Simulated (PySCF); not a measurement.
An unknown shows these calculated signals:

¹H NMR (500 MHz, computed): δ 2.03 (tt, J = 8.1, 4.4 Hz, 1H), 0.51 (m, 2H), 0.01 (br s, 2H), -0.08 (m, 2H).

¹³C{¹H} NMR (computed): δ 27.1 (CH), 10.0 (CH2).

Method: J: B3LYP/pcJ-1 (spin–dipole term only in couplings to heteroatoms), PBE0/pcSseg-1 with gauge-including orbitals, geometry from PBE0-D3(BJ)/def2-SVP, in PySCF 2.14 (gas phase, non-relativistic, a single conformation, one averaged value for each set of equivalent atoms).

References, each an isolated molecule treated in the same way: ¹H (σref 31.27), ¹³C (σref 184.41) against TMS.

Problem. Which of these does the molecule contain: a Si–CH3 group, a three-membered ring, an NH or NH2 group, an aldehyde, a methoxy group?

Solution. 
- A Si–CH3 group: no.
- A three-membered ring: yes.
- An NH or NH2 group: yes (δH 0.01 (br s)).
- An aldehyde: no.
- A methoxy group: no.

The data belong to SMILES NC1CC1, C3H7N; they needn't prove each group on their own.

Carbon signals by region: 2 below 50 ppm.

Exchangeable OH/NH protons stand at their gas-phase positions; hydrogen bonding in a real sample shifts them, mostly to higher δ. Multiplet labels drop couplings under 1 Hz and merge nearly equal ones. Couplings among chemically equivalent protons are left out too, so labels in AA′BB′ or AA′XX′ sets are apparent multiplicities. Unscaled 3J(H,H) at this level run about 10 % above measured values. Shifts are as computed. Against solution values, carbons near 30 ppm lie about +2 ppm off and those near 130 ppm about +5 ppm. Of 1211 compounds with measured shifts, 218 miss one by over three times the rms of a fit or turn the order of signals round; such compounds aren't used in these exercises. Couplings to exchangeable protons are dropped.
